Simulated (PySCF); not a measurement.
H₃Si, SMILES [SiH3], multiplicity 2.

Geometry optimised at B3LYP-D3(BJ)/def2-TZVPD. The isomer is the one that the SMILES or the coordinates give; other isomers of the formula were not compared.

Two levels are set side by side: PBE/def2-TZVPD (PySCF) and B3LYP/def2-TZVPD (PySCF). Same geometry, gas phase. Differences are taken from unrounded values.

```json
[
 {"quantity": "α-spin orbital gap (eV)", "B3LYP": "6.25", "PBE": "5.06", "PBE minus B3LYP": "-1.19"},
 {"quantity": "β-spin orbital gap (eV)", "B3LYP": "6.74", "PBE": "5.08", "PBE minus B3LYP": "-1.66"},
 {"quantity": "dipole moment (D)", "B3LYP": "0.06", "PBE": "0.02", "PBE minus B3LYP": "-0.04"},
 {"quantity": "mean polarisability (bohr³)", "B3LYP": "35.0", "PBE": "35.8", "PBE minus B3LYP": "0.8"}
]
```

Rough cost on one machine, each run with all the roots and properties that it gave: B3LYP against PBE within a factor of 2.
